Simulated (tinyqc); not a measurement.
MP2 on RHF in the sto-3g basis, for H3O+, spin multiplicity 1, step by step. One step of it, computed by the program tinyqc.

Question. Iteration 8 (converged): orbitals. Diagonalise F' = X^T F X, C = X C', fill 5 alpha and 5 beta electrons from the bottom; D = 2 C_occ C_occ^T. Each column has its largest component positive (the first on a tie).

converged F (hartree):
```
             1O 1s      1O 2s     1O 2px     1O 2py     1O 2pz      2H 1s      3H 1s      4H 1s
1O 1s   -20.782854  -5.290600  -0.000006   0.000000   0.007242  -0.908396  -0.907326  -0.907326
1O 2s    -5.290600  -2.893087  -0.000079   0.000000   0.029150  -0.996553  -0.995742  -0.995742
1O 2px   -0.000006  -0.000079  -0.799142   0.000000   0.000013  -0.588536   0.294264   0.294264
1O 2py    0.000000   0.000000   0.000000  -0.798933   0.000000   0.000000  -0.509402   0.509402
1O 2pz    0.007242   0.029150   0.000013   0.000000  -0.844932   0.075789   0.075724   0.075724
2H 1s    -0.908396  -0.996553  -0.588536   0.000000   0.075789  -0.731078  -0.267119  -0.267119
3H 1s    -0.907326  -0.995742   0.294264  -0.509402   0.075724  -0.267119  -0.730578  -0.267031
4H 1s    -0.907326  -0.995742   0.294264   0.509402   0.075724  -0.267119  -0.267031  -0.730578
```

X:
```
            1O 1s      1O 2s     1O 2px     1O 2py     1O 2pz      2H 1s      3H 1s      4H 1s
1O 1s    1.024481  -0.144005  -0.000005   0.000000   0.001897   0.018549   0.018536   0.018536
1O 2s   -0.144005   1.229342   0.000080   0.000000  -0.018538  -0.220903  -0.220634  -0.220634
1O 2px  -0.000005   0.000080   1.090681   0.000000  -0.000009  -0.225187   0.112554   0.112554
1O 2py   0.000000   0.000000   0.000000   1.090537   0.000000   0.000000  -0.194821   0.194821
1O 2pz   0.001897  -0.018538  -0.000009   0.000000   1.001657   0.019822   0.019792   0.019792
2H 1s    0.018549  -0.220903  -0.225187   0.000000   0.019822   1.138364  -0.048872  -0.048872
3H 1s    0.018536  -0.220634   0.112554  -0.194821   0.019792  -0.048872   1.138139  -0.048859
4H 1s    0.018536  -0.220634   0.112554   0.194821   0.019792  -0.048872  -0.048859   1.138139
```

Give: F' = X^T F X; orbital energies; coefficients C; D after iteration 8.

Answer.

F' = X^T F X (hartree):
```
          1        2        3        4        5        6        7        8
1  -20.4006  -2.7193   0.0000   0.0000   0.0125  -0.1076  -0.1073  -0.1073
2   -2.7193  -1.6662   0.0001   0.0000  -0.0141  -0.4318  -0.4314  -0.4314
3    0.0000   0.0001  -0.5523   0.0000   0.0000  -0.4866   0.2433   0.2433
4    0.0000   0.0000   0.0000  -0.5524   0.0000   0.0000  -0.4211   0.4211
5    0.0125  -0.0141   0.0000   0.0000  -0.8400   0.0509   0.0508   0.0508
6   -0.1076  -0.4318  -0.4866   0.0000   0.0509  -0.2978  -0.0554  -0.0554
7   -0.1073  -0.4314   0.2433  -0.4211   0.0508  -0.0554  -0.2980  -0.0554
8   -0.1073  -0.4314   0.2433   0.4211   0.0508  -0.0554  -0.0554  -0.2980
```

orbital energies (hartree): MO1 -20.7914, MO2 -1.6801, MO3 -1.0131, MO4 -1.0129, MO5 -0.8474, MO6 0.0035, MO7 0.2179, MO8 0.2184

coefficients C:
```
            MO1      MO2      MO3      MO4      MO5      MO6      MO7      MO8
1O 1s    0.9942  -0.2416   0.0000   0.0000  -0.0215  -0.1551   0.0000   0.0002
1O 2s    0.0257   0.8911  -0.0002   0.0000   0.1062   0.9341   0.0000  -0.0011
1O 2px   0.0000   0.0001   0.6941   0.0000   0.0001  -0.0007   0.0000  -0.8853
1O 2py   0.0000   0.0000   0.0000   0.6942   0.0000   0.0000   0.8850   0.0000
1O 2pz  -0.0008  -0.0344  -0.0001   0.0000   0.9922  -0.1386   0.0000   0.0002
2H 1s   -0.0043   0.1011   0.4148   0.0000  -0.0398  -0.6307   0.0000   0.9051
3H 1s   -0.0043   0.1010  -0.2075   0.3593  -0.0398  -0.6316  -0.7832  -0.4517
4H 1s   -0.0043   0.1010  -0.2075  -0.3593  -0.0398  -0.6316   0.7832  -0.4517
```

D after iteration 8:
```
          1O 1s    1O 2s   1O 2px   1O 2py   1O 2pz    2H 1s    3H 1s    4H 1s
1O 1s    2.0945  -0.3839   0.0000   0.0000  -0.0278  -0.0557  -0.0556  -0.0556
1O 2s   -0.3839   1.6119  -0.0001   0.0000   0.1494   0.1713   0.1713   0.1713
1O 2px   0.0000  -0.0001   0.9637   0.0000   0.0000   0.5758  -0.2880  -0.2880
1O 2py   0.0000   0.0000   0.0000   0.9639   0.0000   0.0000   0.4988  -0.4988
1O 2pz  -0.0278   0.1494   0.0000   0.0000   1.9713  -0.0859  -0.0858  -0.0858
2H 1s   -0.0557   0.1713   0.5758   0.0000  -0.0859   0.3677  -0.1485  -0.1485
3H 1s   -0.0556   0.1713  -0.2880   0.4988  -0.0858  -0.1485   0.3678  -0.1485
4H 1s   -0.0556   0.1713  -0.2880  -0.4988  -0.0858  -0.1485  -0.1485   0.3678
```
